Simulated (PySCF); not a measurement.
## Stretching NaN

Set-up: Na def2-TZVP, N def2-TZVP; no relativity (PySCF 2.14). Energies in eV from Na + N in their ground configurations at the same level. All curves are PBE0. state 1: ³Σ⁻ (triplet), unpaired electrons π ↑↑; state 2: ³Π (triplet), unpaired electrons σ ↑, π ↑, a second solution, started from another occupation; state 3: Ms = 0 determinant of mixed spin (⟨S²⟩ near 1.0), unpaired electrons π ↑↓, a mixture of terms (⟨Lz²⟩ = 2.0), a second solution, started from another occupation; state 4: Ms = 0 determinant of mixed spin (⟨S²⟩ near 1.0), unpaired electrons σ ↓, π ↑, a second solution, started from another occupation.

| R (Å) | state 1 | state 2 | state 3 | state 4 |
| --- | --- | --- | --- | --- |
| 1.934 | -0.683 | -0.4851 | -0.1357 | 0.0561 |
| 2.024 | -0.888 | -0.5600 | -0.3348 | -0.0236 |
| 2.114 | -0.996 | -0.5594 | -0.4342 | -0.0280 |
| 2.182 | -1.032 | -0.5245 | -0.4618 | 0.0032 |
| 2.249 | -1.041 | -0.4684 | -0.4598 | 0.0554 |
| 2.317 | -1.029 | -0.3970 | -0.4352 | 0.1231 |
| 2.406 | -0.990 | -0.2855 | -0.3766 | 0.2298 |
| 2.519 | -0.921 | -0.1297 | -0.2750 | 0.3797 |
| 2.654 | -0.822 | 0.0680 | -0.1285 | 0.5708 |
| 2.834 | -0.687 | 0.3327 | 0.0858 | 0.8282 |

**Question.** Put a parabola through the three lowest points of the state 1 curve and estimate Re, k and ωe (reduced mass 8.702 u; 1 eV/Å² = 0.16022 mdyn/Å; ωe = 1302.8·√(k/μ) cm⁻¹).

**Answer.** Through R = 2.182, 2.249, 2.317 Å the second-order coefficient is 2.30 eV/Å², so Re ≈ 2.245 Å, k ≈ 0.738 mdyn/Å and ωe ≈ 379 cm⁻¹. A polynomial fit of higher order to the unrounded PBE0 energies gives Re = 2.240 Å, k = 0.748 mdyn/Å, ωe = 382 cm⁻¹; anharmonicity and rounding make the difference.

The higher-order fit for each curve: state 1: Re = 2.240 Å, ωe = 382 cm⁻¹, De = 1.04 eV; state 2: Re = 2.067 Å, ωe = 489 cm⁻¹, minimum 0.57 eV below the ground-state fragments; state 3: Re = 2.209 Å, ωe = 426 cm⁻¹, minimum 0.464 eV below the ground-state fragments; state 4: Re = 2.074 Å, ωe = 481 cm⁻¹, minimum 0.034 eV below the ground-state fragments.

⟨S²⟩ of the unrestricted solution departs from its pure value on part of the curve, where spin states mix. The state was picked by a PBE0 search and need not be the measured ground state.
